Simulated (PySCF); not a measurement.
# C3H5NO: the cost of one run

Computed with PySCF 2.14.0, with density-fitted response routines of our own, on a single molecule in the gas phase. Atoms count from 0, in the outputs and in this text.

### 1 The molecule as given

10 atoms, charge 0, multiplicity 1; geometry from: MMFF94s. The atoms were then displaced at random by about 0.03 Å, so the start is not that level's minimum.

Bonds of the start (Å): C0–N1 1.53, N1–C2 1.31, C2–C3 1.35, C3–O4 1.29, C0–H5 1.12, C0–H6 1.12, C0–H7 1.00, C2–H8 1.19, C3–H9 1.08.

### 2 Relaxing the molecule at PBE0-D3(BJ)/def2-SVP

What the job is given:

```
{"job": {"xc": "PBE0", "basis": "def2-SVP", "d3": "d3bj", "grid": 1, "shake": 0.03, "kind": "geom"}, "charge": 0, "multiplicity": 1}
C      1.738340    -0.104040     0.163630
N      0.410640    -0.314370    -0.560620
C     -0.687910     0.095900     0.032220
C     -1.866770    -0.116810    -0.581490
O     -2.981880     0.236760    -0.027360
H      2.309010     0.609230    -0.485560
H      1.572840     0.480540     1.110390
H      2.245550    -0.953360     0.328320
H     -0.657630     0.633270     1.091350
H     -1.957530    -0.643860    -1.514800
```

Command:

```bash
> OMP_NUM_THREADS=1 python probes_run.py task.json out
```

The driver reads the jobs from task.json and runs them one after another.

**Question.** How long does this first job take on 1 thread of AMD EPYC 7R43, shared host, and how much memory does it need?

About 32 s, with a peak of 0.38 GiB.
